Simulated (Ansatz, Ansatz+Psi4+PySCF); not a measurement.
```json
{"atom": "N", "x (Å)": "0.0000", "y (Å)": "0.0000", "z (Å)": "-0.7321"}
{"atom": "S", "x (Å)": "0.0000", "y (Å)": "0.0000", "z (Å)": "0.7321"}
```

Basis set: cc-pVTZ on N; cc-pV(T+d)Z on S (spherical functions). Left uncorrelated: 6 orbitals. Correlation on ROHF uses semicanonical orbitals with singles. Charge 0, multiplicity 2.

Computed with Ansatz (development build ahead of 0.2.0); the reference of a correlated method needn't be the lowest determinant of its kind.

**Question.** Give the atomization energy at this shape (free ground-state atoms in the same class of orbitals less the molecule, no zero-point energy) of doublet NS by UHF-BCCD(T), ROHF-CCSD(T), UHF-CCSD(T).

**Answer.**

```csv
method,atomization energy
UHF-BCCD(T),102.05 kcal/mol
ROHF-CCSD(T),102.14 kcal/mol
UHF-CCSD(T),101.23 kcal/mol
```

Caution: the reference determinant was not shown to be the lowest.
